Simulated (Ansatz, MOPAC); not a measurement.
System: H2OCl, charge 1, multiplicity 1. SMILES: [OH2+]Cl

Atoms: O1, H2, Cl3, H4. Bonds: O1-H2, O1-Cl3, O1-H4.

Bond lengths (Å) and angles (degrees) optimised at PM6 with MOPAC; PM7 with MOPAC; PBE/6-31G* with Ansatz (a program for electronic structure); MP2/6-31G* with Ansatz, each started from the B3LYP-D3(BJ)/def2-TZVP structure (Ansatz) of the last column. A row stands for all coordinates that are equal there. 6-31G* holds six Cartesian d functions. No wavenumbers were computed at PBE/6-31G*, MP2/6-31G*, so these may be saddle points.

```csv
coordinate,PM6,PM7,PBE/6-31G*,MP2/6-31G*,B3LYP-D3(BJ)/def2-TZVP
O1-H2,1.067,1.049,1.002,0.997,0.986
O1-Cl3,1.766,1.764,1.782,1.760,1.747
H2-O1-Cl3,103.9,104.9,108.2,109.4,110.2
H2-O1-H4,98.4,99.1,109.0,109.7,111.2
```

Mean signed difference of all 3 bond lengths from B3LYP-D3(BJ)/def2-TZVP: PM6 0.061 Å, PM7 0.048 Å, PBE/6-31G* 0.023 Å, MP2/6-31G* 0.012 Å.
